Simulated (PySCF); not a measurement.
Reaction (SMILES): CCCl → C[CH-]Cl + H+
B3LYP-D3(BJ)/def2-TZVP geometries, fixed; electronic energies without zero-point terms.

Effect of the atomic grid (radial, angular points) at B3LYP/def2-SVP with PySCF, against the last row, where the deprotonation energy is 418.59 kcal/mol. The proton leaves the site shown, which need not be the most acidic. Cost is core time over that of atom_grid: 50, 194, unpruned, rough, on shared machines of one kind.

```json
[
 {"setting": "atom_grid: 30, 110, unpruned", "grid points, largest species": "26400", "largest shift of a total energy (mEh)": "-0.140", "shift of the deprotonation energy (kcal/mol)": "0.052", "cost": "0.5×"},
 {"setting": "atom_grid: 50, 194, unpruned", "grid points, largest species": "77600", "largest shift of a total energy (mEh)": "-0.012", "shift of the deprotonation energy (kcal/mol)": "-0.006", "cost": "1×"},
 {"setting": "atom_grid: 75, 302, unpruned", "grid points, largest species": "181200", "largest shift of a total energy (mEh)": "-0.003", "shift of the deprotonation energy (kcal/mol)": "-0.001", "cost": "2×"},
 {"setting": "atom_grid: 99, 590, unpruned", "grid points, largest species": "467280", "largest shift of a total energy (mEh)": "0.000", "shift of the deprotonation energy (kcal/mol)": "0.000", "cost": "5×"},
 {"setting": "atom_grid: 150, 974, unpruned", "grid points, largest species": "1168800", "largest shift of a total energy (mEh)": "0.000", "shift of the deprotonation energy (kcal/mol)": "0.000", "cost": "10×"}
]
```

Within 0.05 kcal/mol in the deprotonation energy: atom_grid: 50, 194, unpruned; atom_grid: 75, 302, unpruned; atom_grid: 99, 590, unpruned. The largest shift is 0.140 mEh in a total energy and 0.052 kcal/mol in the difference.
